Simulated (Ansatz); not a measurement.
Reaction: C2H6NO+ (SMILES CC([NH3+])=O) → C2H6NO+ (SMILES [OH+]=C(C)N)
Each species at its own B3LYP-D3(BJ)/def2-TZVP minimum (Ansatz, a program for electronic structure), one conformer.

Total energies in hartree (Ansatz). Open shells are spin-unrestricted; no spin-orbit coupling. Cores are frozen in correlated methods. No relativity.

```tsv
species	HF/cc-pVTZ	CCSD(T)/cc-pVTZ	HF/cc-pVQZ	CCSD(T)/cc-pVQZ	CCSD(T)/cc-pVDZ	CCSDT(Q)/cc-pVDZ
1: C2H6NO+ (SMILES [NH3+]C(C)=O)	-208.37866	-209.21166	-208.39333	-209.27386	-209.00091	-209.00349
2: C2H6NO+ (SMILES NC(C)=[OH+])	-208.41050	-209.23314	-208.42521	-209.29603	-209.01828	-209.02055
```

Q: Work out the isomerisation energy (electronic) in kcal/mol: take Hartree-Fock from cc-pVQZ, extrapolate the CCSD(T) correlation energy as X^-3 (X = 3, 4), and add CCSDT(Q) - CCSD(T) in cc-pVDZ. 1 hartree = 627.51 kcal/mol.

A: 
Species 1: correlation (64·(-0.88053) - 27·(-0.83300))/37 = -0.91521; step -0.00258; E1 = -208.39333 + (-0.91521) + (-0.00258) = -209.31112
Species 2: correlation (64·(-0.87082) - 27·(-0.82264))/37 = -0.90598; step -0.00227; E2 = -208.42521 + (-0.90598) + (-0.00227) = -209.33346
-1·E1 +1·E2 = -0.02234 hartree = -14.0 kcal/mol.
